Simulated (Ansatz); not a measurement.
**SiNF+ (quartet): correlated methods under varied settings**

The task here is to estimate one member of a computed series from the others.

Computed with Ansatz 0.2.0, Gaussian basis. Level: the settings change from run to run.

33 further runs of the same task are left out: 5 for a known fault of the program, 13 that didn't finish, 15 set aside as unsound or not needed.

### What is computed

The geometry is a PBE0/def2-TZVP stationary point (not a proven minimum) of the parent state, kept for this charge and spin.

3 atoms, charge 1, spin multiplicity 4.

Atoms are counted from 1 here; the program's logs count them from 0.

Bond lengths: F1–Si3 1.593 Å, N2–Si3 1.670 Å. Angles: F1–Si3–N2 114.3°.

Set-up of the first run:

The input, in.yaml:

```yaml
crystal:
  periodic: [false, false, false]
  atoms:
    - {symbol: F, position_ang: [0.000000, 0.363379, 1.250957]}
    - {symbol: N, position_ang: [0.000000, 0.458595, -1.488424]}
    - {symbol: Si, position_ang: [0.000000, -0.474516, -0.103907]}
basis:
  gaussian: {orbitals: cc-pVDZ}
total_charge: 1
magnetization: {spin_polarized: true, initial_magnetization: 3}
correlation: {method: bccd_t, electrons: valence}
scf: {lower_state_search: full}
output: {forces: true}
```

The run is started by

```
ansatz run in.yaml --threads 1 --pin off --events-out ev --progress --plain --max-ram 2393MiB
```

Steps of the session up to this table: BCCD(T) on UHF/cc-pVDZ; CASSCF(3,6)/cc-pVDZ; CASSCF(9,7)/cc-pVDZ; BCCD(T) on ROHF/cc-pVDZ; BCCD on ROHF/cc-pVDZ.

One of the session's tables, all rows but one given; the rest of the session is left out.

```
                                       level  from UCCSDT(Q) (meV)
                      BCCD(T) on UHF/cc-pVDZ                     ?
                         CASSCF(3,6)/cc-pVDZ               10179.0
CASSCF(9,7)/cc-pVDZ (mean of several states)                      
                     BCCD(T) on ROHF/cc-pVDZ                  61.2
                        BCCD on ROHF/cc-pVDZ                 365.1
```

**Question.** Estimate the row for BCCD(T) on UHF/cc-pVDZ.

The run gave: from UCCSDT(Q) (meV): 59.6. In the column «from UCCSDT(Q) (meV)» it is the lowest.

Caveats from the session: Hartree-Fock, CASSCF and CASCI lack dynamic correlation by design.
